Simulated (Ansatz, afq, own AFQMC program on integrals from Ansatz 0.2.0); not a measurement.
# AlH (triplet): AFQMC on the coupled-cluster ladder at distance Al1–H2 = 2.224 Å, cc-pVTZ

An exercise on one series of results from a longer session: the logs are not shown, and one member is left open.

Method: cc-pVTZ, frozen cores; program: Ansatz 0.2.0, Gaussian basis, and an in-house AFQMC program (afq) on its integrals; all values are calculated.

The runs, in order: Full CI; PBE (unrestricted); r2SCAN (unrestricted); PBE0 (unrestricted); B3LYP (unrestricted); wB97M-V (unrestricted); B2PLYP (unrestricted); CCSD(T) on ROHF; Full CI; Full CI (quintet); CCSDT(Q) on ROHF; Phaseless AFQMC, CISD trial on ROHF; CCSD(T) on UHF; Full CI; CCSDT(Q) on UHF; Phaseless AFQMC, CISD trial on UHF.

### The system

The geometry derives from a PBE0/def2-TZVP stationary point (not a proven minimum). One bond is set to the value named and the two fragments are kept rigid.

2 atoms, charge 0, spin multiplicity 3.

Atoms are counted from 1 here; the program's logs count them from 0.

No contacts short enough for the rule that draws bonds.

Set-up of the first run:

Contents of in.yaml:

```yaml
crystal:
  periodic: [false, false, false]
  atoms:
    - {symbol: Al, position_ang: [0.000000, 0.000000, 0.000000]}
    - {symbol: H, position_ang: [0.000000, 0.000000, 2.224000]}
basis:
  gaussian: {orbitals: cc-pVTZ}
magnetization: {spin_polarized: false, initial_magnetization: 2}
correlation: {method: fci, electrons: outside_noble_gas}
```

Started as:

```console
$ ansatz run in.yaml --threads 1 --pin off --events-out ev --progress --plain --max-ram 24576MiB --backend cuda --devices 0, --max-vram 18GiB
```

Among the steps run: Full CI; PBE (unrestricted); r2SCAN (unrestricted); PBE0 (unrestricted); B3LYP (unrestricted); wB97M-V (unrestricted); B2PLYP (unrestricted); CCSD(T) on ROHF; Full CI (quintet); CCSDT(Q) on ROHF; Phaseless AFQMC, CISD trial on ROHF; CCSD(T) on UHF; CCSDT(Q) on UHF; Phaseless AFQMC, CISD trial on UHF.

One of the session's tables, all rows but one given; the rest of the session is left out.

It belongs to the step «AFQMC on the ladder». On the ROHF determinant, counted from full CI (exact for this spin and basis):

| level | from full CI (meV) |
| --- | --- |
| HF | ? |
| MP2 | +637.4 |
| CCSD | +78.0 |
| CCSD(T) | +21.9 |
| CCSDT(Q) | +0.3 |
| full CI | 0.0 |
| Phaseless AFQMC, CISD trial, step 0.005, 4000 walkers | +12.6 |

**Question.** Estimate the row for HF.

The run gave: from full CI (meV): +1970.2. In the column «from full CI (meV)» it is the highest.
